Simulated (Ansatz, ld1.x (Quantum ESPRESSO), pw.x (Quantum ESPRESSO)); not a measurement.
## From atom to crystal: TM potential for chlorine (Cl)

Cl (Z = 17), norm-conserving Troullier–Martins (Kleinman–Bylander form), made with ld1.x (Quantum ESPRESSO) 7.5 (PBEsol, scalar-relativistic). Core [Ne], reference 3s2 3p5. Waves: 3s (bound): rc 1.30 bohr; 3p (bound): rc 1.55 bohr; 3d channel at 0.4 Ry: rc 1.30 bohr. Local part: the d channel. Core correction: none.

Atomic tests: cutoffs needed: 35 Ry and 80 Ry (the cutoffs (Ry, on a coarse ladder) from which the occupation-weighted sum of valence levels, in a spherical-Bessel basis at the reference potential, stays within 10 and 1 mRy of its value at 400 Ry); ghost test: no extra level below or beside the all-electron valence levels (s, p, d, f tested) (spherical-Bessel basis up to 400 Ry, 20 bohr box); largest excitation error: +425 meV (all-electron minus pseudo) for 3s2 3p1, out of 7 test configurations.

Crystal test: fcc Cl in pw.x 7.5, no spin, 13³ k-points, Fermi–Dirac smearing 0.01 Ry, cutoffs 100/400 Ry. The reference is all-electron LAPW (Ansatz 0.2.0) with the same functional, mesh and smearing; V0 and B0 come from Birch–Murnaghan fits to the pressures at five volumes. Errors are pseudo minus all-electron; Δ is the rms difference of the E(V) curves that follow from these fits, minima aligned, over ±6 % about the mean V0. Mesh and smearing are coarse, so the numbers serve the comparison and aren't converged zero-temperature values; the lattice is a test structure that the element need not adopt.

All-electron: a0 = 4.256 Å (V0 = 19.28 Å³/atom), B0 = 41.8 GPa.

Task: How far does the potential miss the all-electron equation of state?

Result: mean pressure error (GPa): -0.32; a0 (Å): 4.246; a0 error (%): -0.25; B0 error (%): +1.8; Δ (meV/atom): 1.3.

```tsv
V (Å³/atom)	P all-electron (GPa)	P pseudo (GPa)
18.335	2.39	2.02
18.817	1.08	0.74
19.300	-0.05	-0.36
19.782	-1.01	-1.30
20.265	-1.83	-2.10
```

Task: At the middle volume, how do free energy and pressure move when the wave cutoff is lowered (ecutrho kept at four times it)?

Result:

| cutoff (Ry) | shift of F (meV/atom) | shift of P (GPa) |
| --- | --- | --- |
| 45 | +111.1 | -0.62 |
| 60 | +41.2 | -1.28 |
| 80 | +1.6 | -0.11 |

The run at the middle volume (84 k-points, 7 iterations) took about 24 s on one core of a shared host (Neoverse-V2, 32 threads, 247 GiB, load 19).
